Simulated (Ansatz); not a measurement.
Z-matrix (Å, degrees):
```
C
H 1 1.1123
H 1 1.1123 2 105.52
C 1 1.5299 2 109.45 3 117.68
H 4 1.1090 1 111.89 2 -57.60
H 4 1.1105 5 107.51 1 -122.46
H 4 1.1105 5 107.51 6 -115.07
C 1 1.5299 2 109.45 3 -117.68
H 8 1.1090 1 111.89 2 57.60
H 8 1.1105 9 107.51 1 -122.46
H 8 1.1105 9 107.51 10 -115.07
```
Charge 0, multiplicity 1.

Level of theory: frozen-core CCSD(T)/cc-pVDZ // PBE-D3(BJ)/def2-SVP (Ansatz, a quantum-chemistry and plane-wave program).

```yaml
HF energy: -118.27100 Ha
MP2 correlation energy: -0.44689 Ha
```

Estimate the CCSD correlation energy, the (T) correction, the total energy and the T1 diagnostic.


```json
{
  "CCSD correlation energy": "-0.49719 Ha",
  "(T) correction": "-0.01341 Ha",
  "CCSD(T) total energy": "-118.78160 Ha",
  "T1 diagnostic": "0.006"
}
```
